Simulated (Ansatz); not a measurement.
`[CH2]C(F)CF`• → 3 C• + 2 F• + 5 H•  (atomization)

Isolated molecules relaxed with PBE0-D4/def2-TZVP in Ansatz; ΔE leaves out vibrations. CCSD(T)/CBS is the MP2 limit (def2-TZVPP, def2-QZVPP) plus CCSD(T) − MP2 in def2-TZVPP, frozen cores. This one scheme is used for every species, atoms too. For atomizations the MP2-based limit and the directly extrapolated one differ by several kJ/mol either way, and by 10 to 25 for some Ge, Se and Sn compounds, so smaller differences from it don't rank the levels. DFT in def2-TZVPP. HSE06 is defined as in plane-wave codes. No spin–orbit coupling; open shells (•) take unrestricted orbitals. Spin–orbit coupling would lower the free atoms: a little for C, F. Each species was taken in one conformer, which may not be the lowest.

```json
{"level": "BLYP-D4", "ΔE (kJ/mol)": "3831.6", "difference from CCSD(T)/CBS": "11.4"}
{"level": "ωB97M-V", "ΔE (kJ/mol)": "3834.7", "difference from CCSD(T)/CBS": "14.5"}
{"level": "r2SCAN", "ΔE (kJ/mol)": "3852.7", "difference from CCSD(T)/CBS": "32.5"}
{"level": "PBE0", "ΔE (kJ/mol)": "3846.9", "difference from CCSD(T)/CBS": "26.7"}
{"level": "r2SCANh", "ΔE (kJ/mol)": "3824.5", "difference from CCSD(T)/CBS": "4.3"}
{"level": "HSE06", "ΔE (kJ/mol)": "3851.0", "difference from CCSD(T)/CBS": "30.8"}
{"level": "BHLYP", "ΔE (kJ/mol)": "3684.9", "difference from CCSD(T)/CBS": "-135.3"}
{"level": "LC-ωPBE", "ΔE (kJ/mol)": "3851.1", "difference from CCSD(T)/CBS": "30.9"}
{"level": "HF/def2-SVP", "ΔE (kJ/mol)": "2857.6", "difference from CCSD(T)/CBS": "-962.6"}
{"level": "MP2/def2-TZVPP", "ΔE (kJ/mol)": "3806.0", "difference from CCSD(T)/CBS": "-14.2"}
{"level": "CCSD(T)/CBS", "ΔE (kJ/mol)": "3820.2", "difference from CCSD(T)/CBS": "0"}
```

Largest T1 diagnostic among the species: 0.012.

From BLYP to BHLYP (50 % exact exchange), in def2-TZVPP and without D4, ΔE moves by −114.0 kJ/mol: exact exchange takes away binding that semilocal exchange gives to molecules. The D4 term adds +22.9 kJ/mol with B3LYP and +11.9 kJ/mol with PBE0; it sums over pairs of atoms, weighted by their polarisabilities, and B3LYP, whose exchange is more repulsive, gets the larger term.

B3LYP here is the variant with VWN-RPA as its local correlation; programs differ in this.
